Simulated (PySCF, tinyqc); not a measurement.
Harmonic frequencies on the RHF/sto-6g surface (energies and gradients from PySCF), for CH2, spin multiplicity 1, step by step. The lowest restricted solution is unstable here: a spin-polarised one lies 0.0267 hartree lower (PySCF). One step of it, computed by the program tinyqc.

Question. Normal modes. Diagonalise H_ij / sqrt(m_i m_j); the 6 smallest eigenvalues belong to translations and rotations; wavenumber = sqrt(eigenvalue / 1822.888) x 219474.63; each mode has its largest component positive (the first on a tie); zero-point energy = sum of wavenumbers / 2, with 349.755 1/cm per kcal/mol.

Hessian (symmetrised) (hartree/bohr^2):
```
             1Cx          1Cy          1Cz          2Hx          2Hy          2Hz          3Hx          3Hy
1Cx   0.00664630   0.00331696   0.05163115  -0.00380093  -0.01932956  -0.02878002  -0.00284533   0.01601259
1Cy   0.00331696   0.51224021   0.00392931  -0.02844219  -0.24149914  -0.21124722   0.02512523  -0.27074156
1Cz   0.05163115   0.00392931   0.40206100  -0.02839023  -0.14025591  -0.21517300  -0.02324093   0.13632658
2Hx  -0.00380093  -0.02844219  -0.02839023   0.00356687   0.02430163   0.02674248   0.00023404   0.00414054
2Hy  -0.01932956  -0.24149914  -0.14025591   0.02430163   0.27303075   0.17764172  -0.00497208  -0.03153136
2Hz  -0.02878002  -0.21124722  -0.21517300   0.02674248   0.17764172   0.20073738   0.00203755   0.03360533
3Hx  -0.00284533   0.02512523  -0.02324093   0.00023404  -0.00497208   0.00203755   0.00261127  -0.02015313
3Hy   0.01601259  -0.27074156   0.13632658   0.00414054  -0.03153136   0.03360533  -0.02015313   0.30227315
3Hz  -0.02285113   0.20731794  -0.18688810   0.00164776  -0.03738584   0.01443567   0.02120338  -0.16993190

             3Hz
1Cx  -0.02285113
1Cy   0.20731794
1Cz  -0.18688810
2Hx   0.00164776
2Hy  -0.03738584
2Hz   0.01443567
3Hx   0.02120338
3Hy  -0.16993190
3Hz   0.17245246
```

masses (u): 1C 12.000000, 2H 1.007825, 3H 1.007825

Give: eigenvalues of the mass-weighted Hessian; harmonic wavenumbers of the vibrations; mass-weighted modes; zero-point energy.

Answer.

eigenvalues of the mass-weighted Hessian (hartree/(bohr^2 u)): 0.0000  0.0000  0.0000  0.0000  0.0000  0.0000  0.1214  0.4323  0.4703

harmonic wavenumbers of the vibrations (1/cm): 1791.2  3379.7  3525.4

mass-weighted modes:
```
      mode 1   mode 2   mode 3
1Cx  -0.0382   0.0293  -0.0032
1Cy   0.0125  -0.0096  -0.3011
1Cz  -0.2981   0.2289  -0.0122
2Hx   0.0613  -0.0566   0.0601
2Hy  -0.4519  -0.5438   0.5015
2Hz   0.4968  -0.4177   0.4466
3Hx   0.0705  -0.0446  -0.0490
3Hy   0.4087   0.5769   0.5373
3Hz   0.5318  -0.3721  -0.4044
```

zero-point energy = 12.4319 kcal/mol
